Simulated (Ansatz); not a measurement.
## BH$_{4}$, doublet along the distance B1-H5

Starting geometry (PBE0/def2-TZVP stationary point for this spin, not checked as a minimum):

| atom | x (Å) | y (Å) | z (Å) |
| --- | --- | --- | --- |
| B | 0.0000 | 0.0000 | 0.0000 |
| H | 0.4147 | 0.8125 | 0.8107 |
| H | -0.4243 | -0.8077 | 0.8105 |
| H | -0.4128 | 0.8086 | -0.8154 |
| H | 0.4225 | -0.8134 | -0.8057 |

From there H5 moves along the line of the two atoms named below, all else staying in place; atoms are numbered as listed. Energies are in eV, counted from the starting geometry at the same level. Kohn–Sham curves are unrestricted where that lies lower.

Basis 6-31G; Ansatz 0.2.0. Only valence electrons are correlated (noble-gas cores frozen). Prefix R: restricted or restricted open-shell reference; prefix U: unrestricted.

Full CI is exact within this basis and frozen core; it isn't the basis-set limit. The frozen core follows each run's orbitals, which can shift R against U totals by a few meV.

```csv
distance B1-H5 (Å),full CI,curve A,curve B,curve C,curve D
0.997,0.844,0.784,0.778,0.844,0.765
1.081,0.297,0.262,0.259,0.297,0.249
1.220,0.000,0.000,0.000,0.000,0.000
1.349,0.090,0.125,0.124,0.090,0.123
1.470,0.311,0.391,0.382,0.312,0.344
1.692,0.766,0.968,0.914,0.766,0.663
1.927,1.080,1.454,1.305,1.079,0.794
2.286,1.228,1.858,1.540,1.227,0.819
2.669,1.242,2.029,1.606,1.240,0.803
3.318,1.238,2.108,1.632,1.237,0.790
4.208,1.240,2.130,1.640,1.238,0.790
```

**Question.** The curves come from B2PLYP, UCCSDT, UHF, r2SCAN. Compare each with full CI and say which is which.

**Answer.** A: r2SCAN, B: B2PLYP, C: UCCSDT, D: UHF. Spread of the error against full CI, over the points where both stand: A 0.951, B 0.467, C 0.001, D 0.483 eV. B2PLYP at 4.208 Å lies 0.401 eV (32 %) above the reference in this basis. r2SCAN at 4.208 Å lies 0.890 eV (72 %) above the reference in this basis.

In so small a basis the reference is far from its limit while semilocal and hybrid functionals are nearer theirs (RPA and double hybrids share much of the reference's basis error), so the functionals' errors here hold much of the reference's basis and frozen-core error, which can add to them or hide them.
